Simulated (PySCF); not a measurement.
PySCF single point, B3LYP/6-31G*, density fitting, IEF-PCM implicit acetonitrile (electrostatics alone), on methanol, CH4O (SMILES CO), charge 0, multiplicity 1.

```python
from pyscf import gto, scf, dft
mol = gto.M(atom='''
C     -0.626763    -0.114754     0.004804
O      0.672236     0.423086     0.004888
H     -0.816817    -0.715789    -0.891707
H     -1.311955     0.730522     0.013143
H     -0.811045    -0.730522     0.891707
H      1.311955    -0.296773     0.003680
''', basis='6-31G*', charge=0, spin=0, verbose=3)
mf = dft.RKS(mol, xc='B3LYP')
mf = mf.density_fit()
mf = mf.PCM()
mf.with_solvent.method = 'IEF-PCM'
mf.with_solvent.eps = 38.8
mf.max_cycle = 100
e = mf.kernel()
print('converged', mf.converged)
print('E_total', e)
print('nao', mol.nao)
print('HOMO', mf.mo_energy[mf.mo_occ > 0].max())
mf.dip_moment()
```

The program's output:

```

WARN: PCM is an experimental feature. It is still in testing.
Features and APIs may be changed in the future.

converged SCF energy = -115.718762287914
converged True
E_total -115.71876228791422
nao 36
HOMO -0.2627908451552212
Dipole moment(X, Y, Z, Debye): -0.23975, -1.93559, -0.00023
```

The total energy is -3148.87 eV, -0.19 eV from the same level's vacuum run.
